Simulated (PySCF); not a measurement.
Gas-phase reaction: BCl + 2 F2 = BF3 + ClF

Method: PySCF energies (xtb for GFN2) plus ideal-gas RRHO corrections (1 bar). 'Table' is the NASA 1993 thermochemical table (part measured, part estimated). After a fit of one offset per element over all species, the range-separated, M06-2X, PBE0/def2-QZVP and CCSD(T)/def2-TZVPP enthalpies, where run, lie to one side of the table for BCl (+35 kJ/mol): a fault of the table's entry, another state or a shared error of the levels is possible; this was not checked at source. † marks an energy on the PBE0/def2-TZVP geometry and frequencies; other levels use their own. CCSD(T) freezes the core. 6-31G* has spherical d functions here. All species are closed-shell singlets. B3LYP is the form with VWN-RPA correlation. For this reaction the table lies outside the span of B3LYP, CCSD(T), M06-2X, MP2, PBE0, r2SCAN, ωB97M-V, ωB97X-V in their largest bases here; which side is off was not settled. CCSD(T) isn't extrapolated to the basis-set limit; its ΔH°(298 K) is -1341.3 kJ in def2-SVP and -1354.8 kJ in def2-TZVPP. The harmonic model lacks anharmonicity and excited electronic states, which grow with temperature; levels with a mode under 35 cm⁻¹ are left out. The table's entry may be an old estimate for BCl, ClF (not checked at source).

```tsv
level	ΔH°(298 K), kJ	minus table	ΔG°(2500 K), kJ
table	-1327.3	-	-952.2
B3LYP/6-31G*	-1355.6	-28.3	-989.6
CCSD(T)/def2-SVP†	-1341.3	-14.0	-977.7
CCSD(T)/def2-TZVPP†	-1354.8	-27.5	-991.2
GFN2-xTB	-1169.4	157.9	-815.4
HF/6-31G*	-1442.5	-115.2	-1075.1
PBE/def2-SVP	-1333.4	-6.1	-969.9
PBE0/def2-TZVP	-1380.0	-52.7	-1016.4
ωB97M-V/def2-TZVP†	-1373.2	-45.9	-1009.6
```
